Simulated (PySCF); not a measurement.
## How well do the runs reproduce experiment for CH4S?

**The experiment to reproduce.**

From NIST CCCBDB Release 22 (SRD 101), experimental dipoles, for the gas: dipole moment (microwave Stark effect) 1.52 D.

How close the calculation comes is told at the end.

Species: CH4S.
SMILES with atom numbers: `[CH3:1][SH:2]` (hydrogens: H3, H4, H5 on C1; H6 on S2)

Cartesian coordinates in Å at the PBE0-D3(BJ)/def2-SVP level; atoms count from 1:
```
atom  x, y, z in Å
C1    -0.5353   -0.0174    0.0086
S2     1.0993    0.7585   -0.0832
H3    -0.6984   -0.5208    0.9717
H4    -1.2679    0.7965   -0.0829
H5    -0.7015   -0.7249   -0.8158
H6     1.8263   -0.3732    0.0275
```

Runs made with PySCF (gas phase, on this PBE0-D3(BJ)/def2-SVP geometry; no spin–orbit coupling):

```json
{"level": "PBE0-D3(BJ)/def2-SVP, grid level 1", "job": "geometry optimisation from a GFN2-xTB start shaken at random", "basis functions": "52", "wall time": "3.0 s"}
```

Hardware: an AMD EPYC 7R13 with one thread, shared host.

**Comparison with experiment**

**Dipole moment.** Measured: 1.52 D (NIST CCCBDB Release 22 (SRD 101), experimental dipoles).

```tsv
level	computed (D)	computed − measured (D)	% (from the printed values)
PBE0-D3(BJ)/def2-SVP	1.58	+0.06	+4
```

The computed dipoles belong to one fixed geometry; measured ones are averaged over vibrations unless marked μe. Magnitudes are compared, not signs.

No measured geometry was used, and the causes of the misses weren't examined.
